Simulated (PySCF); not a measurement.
C₄H₇PS.
SMILES: `C=C[PH](=S)C=C`

Computed, not measured: PySCF, TDDFT PBE0/def2-SVPD, vertical, gas phase, core orbitals frozen in the response. One conformer (not necessarily the lowest) at the GFN2-xTB geometry, without solvent, vibrations or thermal averaging. Torsions of this conformer, `[CH2:1]=[CH:2][PH:3](=[S:4])[CH:5]=[CH2:6]`: C1–C2–P3–S4 114°, C2–P3–C5–C6 121°.

```json
{"state": "S1", "λ (nm)": "311.1", "E (eV)": "3.98", "f": "0.027", "|μ| (D)": "1.34", "symmetry": "A″", "main configurations (H = HOMO, L = LUMO)": "H→L (98%)"}
{"state": "S2", "λ (nm)": "297.1", "E (eV)": "4.17", "f": "0.0055", "|μ| (D)": "0.59", "symmetry": "A′", "main configurations (H = HOMO, L = LUMO)": "H-1→L (99%)"}
{"state": "S3", "λ (nm)": "241.2", "E (eV)": "5.14", "f": "0.0099", "|μ| (D)": "0.71", "symmetry": "A″", "main configurations (H = HOMO, L = LUMO)": "H-1→L+1 (98%)"}
{"state": "S4", "λ (nm)": "240.3", "E (eV)": "5.16", "f": "0.053", "|μ| (D)": "1.64", "symmetry": "A′", "main configurations (H = HOMO, L = LUMO)": "H→L+1 (94%)"}
{"state": "S5", "λ (nm)": "215.6", "E (eV)": "5.75", "f": "0.0002", "|μ| (D)": "0.10", "symmetry": "–", "main configurations (H = HOMO, L = LUMO)": "H→L+2 (81%), H→L+3 (12%)"}
{"state": "S6", "λ (nm)": "203.4", "E (eV)": "6.10", "f": "0.020", "|μ| (D)": "0.94", "symmetry": "A′", "main configurations (H = HOMO, L = LUMO)": "H-1→L+2 (54%), H→L+4 (33%)"}
{"state": "S7", "λ (nm)": "201.8", "E (eV)": "6.14", "f": "0.0000", "|μ| (D)": "0.04", "symmetry": "–", "main configurations (H = HOMO, L = LUMO)": "H→L+3 (58%), H-1→L+4 (14%), H→L+2 (10%)"}
{"state": "S8", "λ (nm)": "199.3", "E (eV)": "6.22", "f": "0.012", "|μ| (D)": "0.72", "symmetry": "A′", "main configurations (H = HOMO, L = LUMO)": "H-1→L+2 (30%), H-1→L+3 (30%), H→L+4 (21%)"}
```

Triplets (Tamm–Dancoff): T1 3.61 eV, H→L (86%); T2 3.93 eV, H-1→L (86%); T3 4.30 eV, H-3→L (34%), H→L+1 (29%), H-2→L+1 (20%).

The lowest singlet lies at 3.98 eV (311 nm, ultraviolet) and is weak; its leading configuration is HOMO→LUMO (98%). The most intense listed level is S4 at 5.16 eV (240 nm, f = 0.053), 1.18 eV above S1. Löwdin shares by element: HOMO sulfur 73%, phosphorus 13%, carbon 8% or more; LUMO carbon 71% (atoms not listed hold the other 29%). The oscillator strengths of these states sum to 0.128; summed over the whole spectrum of an exact calculation they would give the number of electrons, 62 (Thomas–Reiche–Kuhn). Of the 8 states listed, 4 reach f = 0.01 and 2 stay under 0.0005. Orbital energies (eV): HOMO-3 -8.77, HOMO-2 -8.53, HOMO-1 -6.67, HOMO -6.50, LUMO -1.39, LUMO+1 -0.40, LUMO+2 0.50. Symmetry labels in Cs follow from the direction of the transition dipole and are given only for states with f of 0.002 or more. The window holds the lowest 8 singlets.

The run took about 60 s of CPU time (one thread, shared machine).
